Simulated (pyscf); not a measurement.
A first-order saddle from PySCF, ωB97X-D3(BJ)/def2-SVP:

```xyz
5

C     -1.2219     0.6031     0.4066
C     -0.5104    -0.8871     0.5294
O     -1.4093    -1.4704     0.0596
H     -2.3057     0.5351     0.1973
H     -0.6915     1.1133    -0.4202
```

Surface: singlet, charge 0. Lowest wavenumbers (cm⁻¹): 546i, 383, 689, 880, 984.

Question: Which two sides does it connect, and which bonds change?

Answer: H₂C=C=O (SMILES C=C=O) <-> C₂H₂O (SMILES [C]1CO1) [singlet], a ring closure read from left to right: none broken and C–O formed. At CCSD(T)/def2-TZVPP + ΔMP2(QZVPP) it lies +3.67 eV from the left side and +1.04 eV from the right (each side as separated species at their lowest minima found). This is the saddle that the search found; another between the same sides may lie lower. One closed-shell reference is unstable to symmetry breaking; treat the single-reference values with care. The CCSD(T) − MP2 part came from Ansatz, without density fitting, on the same reference. The largest closed-shell T1 diagnostic is 0.033, which may signal static correlation.
